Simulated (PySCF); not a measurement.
Molecule: `C[C@H]1CC=C1Cl`, C₅H₇Cl.

Numbering as in the mapped SMILES `[CH3:1][C@H:2]1[CH2:3][CH:4]=[C:5]1[Cl:6]`; H(Xn) means a hydrogen on atom n. Ha(C3) is cis to C1 on the ring; Hb(C3) is trans to C1 on the ring.

Geometry PBE0-D3(BJ)/def2-SVP throughout; GIAO in PySCF 2.14, gas phase, one conformer, non-relativistic; equivalent atoms averaged; functional PBE0.

For orientation, def2-SVP gives these absolute shieldings σ: C5 50.6, C4 68.4, C2 152.3, C3 161.5, C1 176.7, Cl6 772.5, H(C2) 28.81, Hb(C3) 29.07, Ha(C3) 29.67 ppm.

A run gave: C5 39.5, C4 53.1, C2 140.0, C3 151.2, C1 168.8, Cl6 723.7, H(C2) 28.57, Hb(C3) 28.91, Ha(C3) 29.59 ppm (absolute shieldings σ).

Question: Which basis set was used in that run?
A. pcSseg-1
B. 6-31G*
C. STO-3G
D. 6-311+G(2d,p)

Answer: D. C4 tells them apart best: 6-311+G(2d,p) gives 53.1, pcSseg-1 gives 47.8, 6-31G* gives 69.8, STO-3G gives 119.2 ppm.
